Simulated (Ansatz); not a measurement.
# BSiH₄ (doublet): wave-function methods side by side at distance B1–H4 along a hydrogen transfer = 1.511 Å, cc-pVDZ

The task here is to estimate one member of a computed series from the others.

The runs use Ansatz 0.2.0, Gaussian basis; cc-pVDZ, core rule «outside noble gas», up to 6 orbitals frozen.

To be run: UHF; CCSD(T) on ROHF; CCSD(T) on UHF; BCCD(T) on ROHF; CISD; CCSDT(Q) on ROHF; CCSDT(Q) on UHF; CASSCF and MRCISD+Q, 3 electrons in 3 orbitals; CASSCF and NEVPT2, 3 electrons in 3 orbitals; CASSCF and NEVPT2, 9 electrons in 9 orbitals.

6 further runs of the same task are left out: 5 that didn't finish, 1 set aside as unsound or not needed.

## The geometry

The geometry derives from fragments relaxed apart (PBE0/def2-TZVP) and kept rigid, so it is no stationary point. A hydrogen atom is moved between rigid fragments.

6 atoms, charge 0, spin multiplicity 2.

Atoms are counted from 1 here; the program's logs count them from 0.

Bond lengths: B1–H2 1.193 Å, B1–H3 1.193 Å, H4–Si5 1.493 Å, Si5–H6 1.532 Å. Angles: H2–B1–H3 120.0°, H4–Si5–H6 105.0°.

Coordinates:

```
B    -2.0526    0.0347    0.0000
H    -2.6494    1.0683    0.0000
H    -2.6494   -0.9988    0.0000
H    -0.5416    0.0347    0.0000
Si    0.9514    0.0347    0.0000
H     1.3478   -1.4448    0.0000
```

Set-up of the first run:

File in.yaml:

```yaml
crystal:
  periodic: [false, false, false]
  atoms:
    - {symbol: B, position_ang: [-2.052642, 0.034738, 0.000000]}
    - {symbol: H, position_ang: [-2.649375, 1.068310, 0.000000]}
    - {symbol: H, position_ang: [-2.649375, -0.998833, 0.000000]}
    - {symbol: H, position_ang: [-0.541642, 0.034738, 0.000000]}
    - {symbol: Si, position_ang: [0.951358, 0.034738, 0.000000]}
    - {symbol: H, position_ang: [1.347793, -1.444775, 0.000000]}
basis:
  gaussian: {orbitals: cc-pVDZ}
magnetization: {spin_polarized: true, initial_magnetization: 1}
hamiltonian: {xc: hf}
output: {orbitals: {seedname: orbitals}}
```

The run is started by

```console
$ ansatz run in.yaml --threads 1 --pin off --events-out ev --progress --plain --max-ram 2393MiB
```

Steps of the session up to this table: UHF; CCSD(T) on ROHF; CCSD(T) on UHF; BCCD(T) on ROHF; CISD; CCSDT(Q) on ROHF; CCSDT(Q) on UHF; CASSCF and MRCISD+Q, 3 electrons in 3 orbitals; CASSCF and NEVPT2, 3 electrons in 3 orbitals; CASSCF and NEVPT2, 9 electrons in 9 orbitals.

One of the session's tables, all rows but one given; the rest of the session is left out.

| method | from RCCSDT(Q) (kcal/mol) |
| --- | --- |
| ROHF | +148.34 |
| UHF | +145.81 |
| RMP2 | ? |
| UMP2 | +36.56 |
| CISD | +19.28 |
| RCCSD | +6.28 |
| UCCSD | +6.23 |
| RCCSD(T) | +1.64 |
| UCCSD(T) | +1.68 |
| BCCD(T) | +1.68 |
| RCCSDT | +0.28 |
| UCCSDT | +0.27 |
| RCCSDT(Q) | 0 |
| UCCSDT(Q) | -0.13 |
| CASSCF pair | +136.85 |
| NEVPT2 pair | +36.59 |
| MRCISD pair | +16.99 |
| MRCISD+Q pair | +2.50 |

Q: Estimate the row for RMP2 from the others.

**Answer.** from RCCSDT(Q) (kcal/mol): +35.67. In the column «from RCCSDT(Q) (kcal/mol)» it lies between CISD (+19.28) and UMP2 (+36.56).

Among the levels timed on like hardware and quicker than the yardstick, those that no quicker one beats, quickest first: NEVPT2 pair (1.5 s, +36.59 kcal/mol); MRCISD+Q pair (1.8 s, +2.50 kcal/mol); BCCD(T) (2.9 s, +1.68 kcal/mol); RCCSD(T) (3.1 s, +1.64 kcal/mol).

Left out of the table: CASSCF frontier, NEVPT2 frontier (the active space lost an orbital or holds another state than full CI finds).

Limits of these values: Of the multireference levels listed MRCISD+Q pair comes nearest in total energy (+2.50 kcal/mol), which doesn't show that its space is the better one. Restricted and unrestricted rows rest on different reference determinants; where their highest levels disagree by more than a few hundredths of an eV, they describe different states and don't form one ladder. Warnings in the runs' records: passed over end.
